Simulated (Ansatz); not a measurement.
# Ligand exchange: SiH2(NH2)(SiH3) + CH4O → SiH2(OH)(SiH3) + CH5N

Species: SiH2(NH2)(SiH3), singlet; CH4O (methanol) `CO`, singlet; SiH2(OH)(SiH3) (disilanol), singlet; CH5N (methylamine) `CN`, singlet. The partners trade NH2 for OH: Si–NH2 and C–OH bonds give way to Si–OH and C–NH2.

Shapes, held fixed at every level: PBE0-D4/def2-TZVP. Flexible molecules stand in one conformer, not always the lowest. Programs: Ansatz 0.2.0. Electronic energies: no zero-point or thermal term.

```
               level                    kind  ΔE (kJ/mol)  less CCSD(T)/CBS estimate  CPU time (sum over the molecules)
       HF/def2-TZVPP            Hartree–Fock        -54.9                       -0.8                                  –
   PBE-D4/def2-TZVPP                     GGA        -50.4                       +3.7                               21 s
 B3LYP-D4/def2-TZVPP           global hybrid        -51.9                       +2.2                               33 s
 BHLYP-D4/def2-TZVPP           global hybrid        -52.9                       +1.2                               23 s
  PBE0-D4/def2-TZVPP           global hybrid        -50.9                       +3.2                               23 s
  wB97M-V/def2-TZVPP  range-separated hybrid        -52.3                       +1.8                               67 s
   B2PLYP/def2-TZVPP           double hybrid        -54.6                       -0.5                               37 s
CCSD(T)/CBS estimate   coupled cluster or CI        -54.1                        0.0                            5.5 min
```

The highest level, CCSD(T)/CBS estimate, gives ΔE = -54.1 kJ/mol; the levels span -54.9 to -50.4. The column of differences is taken from that level and isn't an error. No measured value is set beside it here. The CBS estimate extrapolates MP2 from def2-TZVPP and def2-QZVPP and adds CCSD(T) − MP2 in the triple-zeta set, cores frozen. Times are processor times on shared x86 and Arm servers, and rough.
